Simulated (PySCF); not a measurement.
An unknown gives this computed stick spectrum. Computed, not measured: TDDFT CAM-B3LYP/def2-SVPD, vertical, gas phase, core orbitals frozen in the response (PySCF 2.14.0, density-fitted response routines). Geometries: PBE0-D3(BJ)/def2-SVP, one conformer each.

| state | E (eV) | f |
| --- | --- | --- |
| S1 | 6.33 | 0.026 |
| S2 | 7.17 | 0.0035 |
| S3 | 7.38 | 0.0041 |
| S4 | 7.84 | 0.0038 |
| S5 | 8.43 | 0.021 |
| S6 | 8.57 | 0.015 |

Problem. Which candidate is it? All have the formula C5H11N.
A. `C=NC(C)(C)C`
B. `NC1CCCC1`
C. `CN1CCCC1`

Solution. B. Its S1, at 6.33 eV, is the highest among the candidates; the nearest of the others has S1 at 5.99 eV. S1 is HOMO→LUMO (64%), HOMO→LUMO+1 (29%). Löwdin shares by element: HOMO nitrogen 58%, carbon 20% or more, hydrogen 6% or more (atoms not listed hold the other 16%); LUMO carbon 35% or more (atoms not listed hold the other 65%). At the same level the other candidates give, for their lowest levels:
- `CN1CCCC1`: 5.99 eV (f 0.024); 6.79 eV (f 0.023); 6.93 eV (f 0.002); 7.25 eV (f 0.105); 7.70 eV (f 0.009); T1 5.78 eV; HOMO -7.49, LUMO 1.44 eV
- `C=NC(C)(C)C`: 4.86 eV (f 0.002); 7.12 eV (f 0.006); 7.86 eV (f 0.199); 7.95 eV (f 0.143); 8.17 eV (f 0.036); HOMO -8.53, LUMO 0.94 eV
Triplets come from the Tamm–Dancoff approximation.

Without π bonds the low states are Rydberg-like; a valence basis with one diffuse set may place them up to an eV too high.
